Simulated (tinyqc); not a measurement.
Worked calculation: extended Hueckel theory, for CH3. One step of it, computed by the program tinyqc.

Problem. Mulliken analysis. P = C n C^T; charge = valence electrons (H 1, C 4) minus the sum of (P S)_ii on the atom; overlap population = 2 sum P_ij S_ij between two atoms.

coefficients:
```
             MO1        MO2        MO3        MO4        MO5        MO6        MO7
1C 2s   0.664118   0.000000   0.000056   0.057664   0.002436   0.000000   1.486783
1C 2px  0.000027   0.000000   0.530163  -0.000015   1.227496   0.000000  -0.003153
1C 2py  0.000000   0.530207   0.000000   0.000000   0.000000   1.228126   0.000000
1C 2pz  0.004976   0.000000   0.000016   0.996773  -0.000214   0.000000  -0.136444
2H 1s   0.198543   0.000000   0.498683  -0.019405  -1.068322   0.000000  -0.805759
3H 1s   0.198743   0.431669  -0.249120  -0.019396   0.531833  -0.924521  -0.810335
4H 1s   0.198743  -0.431669  -0.249120  -0.019396   0.531833   0.924521  -0.810335
```

occupations: 2.000000  2.000000  2.000000  1.000000  0.000000  0.000000  0.000000

overlap S:
```
           1C 2s     1C 2px     1C 2py     1C 2pz      2H 1s      3H 1s      4H 1s
1C 2s   1.000000   0.000000   0.000000   0.000000   0.514395   0.514896   0.514896
1C 2px  0.000000   1.000000   0.000000   0.000000   0.502451  -0.251336  -0.251336
1C 2py  0.000000   0.000000   1.000000   0.000000   0.000000   0.435392  -0.435392
1C 2pz  0.000000   0.000000   0.000000   1.000000  -0.044150  -0.044212  -0.044212
2H 1s   0.514395   0.502451   0.000000  -0.044150   1.000000   0.140442   0.140442
3H 1s   0.514896  -0.251336   0.435392  -0.044212   0.140442   1.000000   0.140595
4H 1s   0.514896  -0.251336  -0.435392  -0.044212   0.140442   0.140595   1.000000
```

Give: charges; Overlap populations.

Solution.

charges: 1C -0.2085, 2H 0.0694, 3H 0.0696, 4H 0.0696

Overlap populations:

| pair | value |
|---|---|
| 2-1 | 0.803113 |
| 3-1 | 0.803572 |
| 3-2 | -0.047517 |
| 4-1 | 0.803572 |
| 4-2 | -0.047517 |
| 4-3 | -0.047572 |
